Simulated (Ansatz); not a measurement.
Geometry optimisation, UKS LDA/def2-SVP (Ansatz 0.2.0).

The input (input.yaml):

```yaml
crystal:
  periodic: [false, false, false]
  atoms:
    - { symbol: Al, position_ang: [-0.000789, -0.000203, -0.093392] }
    - { symbol: Cl, position_ang: [-0.004392, 0.003015, 2.095902] }
    - { symbol: H, position_ang: [1.421718, -0.00057, -0.796373] }
    - { symbol: H, position_ang: [-1.420591, -0.000569, -0.801501] }
    - { symbol: H, position_ang: [0.004053, -0.001672, 4.665364] }
magnetization:
  spin_polarized: true
  initial_magnetization: 1
basis:
  gaussian: { orbitals: def2-SVP }
hamiltonian:
  xc: lda
relax:
  f_tol: 0.03
  max_steps: 50
```

Run as:

```bash
$ ansatz run input.yaml --threads 1 --pin off --max-ram 2048MiB --backend cpu --events-out ev --progress --plain --runs-dir out
```

Where does it end, and by what steps?

The forces met the threshold. After 3 steps the energy has fallen by 0.055 eV; Cl2 moved furthest, 0.04 Å.

```json
{"step": "0", "energy less start (eV)": "0.0000", "largest force component (eV/Å)": "1.226", "accepted": "yes"}
{"step": "1", "energy less start (eV)": "-0.0505", "largest force component (eV/Å)": "0.384", "accepted": "yes"}
{"step": "2", "energy less start (eV)": "-0.0544", "largest force component (eV/Å)": "0.065", "accepted": "yes"}
{"step": "3", "energy less start (eV)": "-0.0545", "largest force component (eV/Å)": "0.022", "accepted": "yes"}
```

```xyz
5
Properties=species:S:1:pos:R:3
Al -0.001 0.000 -0.051
Cl -0.005 0.004 2.051
H 1.421 -0.001 -0.773
H -1.419 -0.001 -0.779
H 0.005 -0.002 4.622
```

Run time: 4 s on 1 thread of Arm Neoverse V1 (shared host), peak memory 0.11 GiB.
